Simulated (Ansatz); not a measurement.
**AlH2Cl: search for a transition state**

Wanted: the transition state of a 1,1-elimination (form Cl2–H3 and break Al1–Cl2, Al1–H3). The guess is relaxed with those distances held, a saddle search follows, and vibrations and two downhill relaxations check it.

Program: Ansatz 0.2.0, Gaussian basis. Level of theory: PBE0-D4, def2-SVP first, then def2-TZVP. These are calculated values, not measurements.

21 further runs of the same task are left out: 21 set aside as unsound or not needed.

### Step 1. Starting geometry

The guess: 4 atoms, charge 0, spin multiplicity 1.

Atoms are counted from 1 here; the program's logs count them from 0.

Bond lengths: Al1–Cl2 2.603 Å, Al1–H4 1.588 Å. Angles: Cl2–Al1–H4 173.3°.

Geometry (Å):

```mol
AlClH2
  3D, bonds by distance, orders not assigned

  4  2  0  0  0  0  0  0  0  0999 V2000
   -0.4838   -0.2489    0.4471 Al  0  0
    1.2319   -0.5379   -1.4894 Cl  0  0
    0.9132    0.8570   -0.4556 H   0  0
   -1.6613   -0.0702    1.4979 H   0  0
  1  2  8  0
  1  4  8  0
M  END
```

Distances that are to change: Cl2–H3 1.77 Å, Al1–Cl2 2.60 Å, Al1–H3 2.00 Å.

### Step 2. Constrained relaxation of the guess

hold/in.yaml reads:

```yaml
crystal:
  periodic: [false, false, false]
  atoms:
    - {symbol: Al, position_ang: [-0.483800, -0.248900, 0.447100]}
    - {symbol: Cl, position_ang: [1.231900, -0.537900, -1.489400]}
    - {symbol: H, position_ang: [0.913200, 0.857000, -0.455600]}
    - {symbol: H, position_ang: [-1.661300, -0.070200, 1.497900]}
basis:
  gaussian: {orbitals: def2-SVP}
hamiltonian: {xc: pbe0, dispersion: d4}
relax: {f_tol: 0.08, max_steps: 120, escape_saddle: false, constraints: [{distance: [1, 2]}, {distance: [0, 1]}, {distance: [0, 2]}]}
```

No record of the launch command was kept for these runs.

After this run come: Saddle search in the small basis; Saddle search in triple zeta; Checking the order of the point; Relaxing after a step of 0.30 Å one way along the mode; Relaxing after a step of 0.30 Å the other way along the mode.

**Question.** What will these runs give? Wanted: imaginary mode; barrier from the start side; barrier from the end side; energy of the step; pairs that change; zero-point energy at the saddle.

As calculated:

| quantity | value |
| --- | --- |
| imaginary mode | 801i cm⁻¹ |
| barrier from the start side | 3.041 eV |
| barrier from the end side | 0.291 eV |
| energy of the step | +2.750 eV |
| pairs that change | Cl2–H3 formed, Al1–Cl2 broken, Al1–H3 broken |
| zero-point energy at the saddle | 0.284 eV |

What this shows: One imaginary mode, 801i cm⁻¹, makes this a first-order saddle. Going downhill both ways gives the intended start and end. At PBE0-D4/def2-TZVP the electronic barrier is 3.041 eV, about 118 kT at 298 K, and the step runs 2.750 eV uphill. A step off the saddle overshot and began above it in energy, so the link to its end is likely but not proven. The ends are the nearest minima, not always the lowest complexes.
